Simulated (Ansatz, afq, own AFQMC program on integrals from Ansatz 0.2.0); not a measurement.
# YClO, triplet in def2-SVP, levels against CCSDT(Q)

```xyz
3

Y     0.0000   -0.3408   -0.4244
O     0.0000    1.1295   -1.8562
Cl    0.0000    0.3450    1.9018
```

Connectivity, by distances: O–Y–Cl.

Basis def2-SVP with its core potentials. Noble-gas cores (and the filled d shells of Ga–Kr and In–Xe) are frozen. Ansatz 0.2.0 and our own AFQMC program on the same integrals; the CISD trial comes from CCSD amplitudes, and released means the phaseless constraint is let go. Error bars are statistical, one sigma. No spin–orbit coupling. The metal's outer-core s and p shells are frozen, which shifts wave-function levels against functionals.

Determinant: ROHF, the one that the program's search chose, which needn't be the lowest solution. The geometry is a point of a scan.

No full CI on the walks' own integrals is used here; CCSDT(Q) serves as the reference and is uncertain by about the last step of the cluster series.

Cautions: no spin-orbit coupling; outer-core shells of the metal frozen; lower spins were not checked; higher spins were not checked; the released energies have errors that jump between times, so the bars are unsure, so no released level is given (meV from the phaseless value at times in 1/Eh: 3 ± 6 at 0.24, -142 ± 139 at 0.60, -6 ± 7 at 1.20, 18 ± 13 at 1.80, -17 ± 12 at 2.60), though the last usable value meets CCSDT(Q) within the noise.

The T1 diagnostic is 0.0237, the weight of the determinant in the CISD state is 0.875 and the size of the correlated space is 16 electrons in 53 orbitals.

Reference: CCSDT(Q), correlation energy -9.463 eV.

| level | E − E(reference) (kcal/mol) | share of correlation (%) |
| --- | --- | --- |
| HF | 218.22 | 0.00 |
| MP2 | 20.40 | 90.65 |
| CCSD | 5.97 | 97.26 |
| CCSD(T) | 0.89 | 99.59 |
| CCSDT | 0.35 | 99.84 |
| ph-AFQMC/CISD | 0.11 ± 0.17 | 99.95 |

A walk keeps the symmetry of its determinant, which the program's search chose and which needn't be the lowest solution, so a lower state of the same spin and another symmetry isn't excluded.
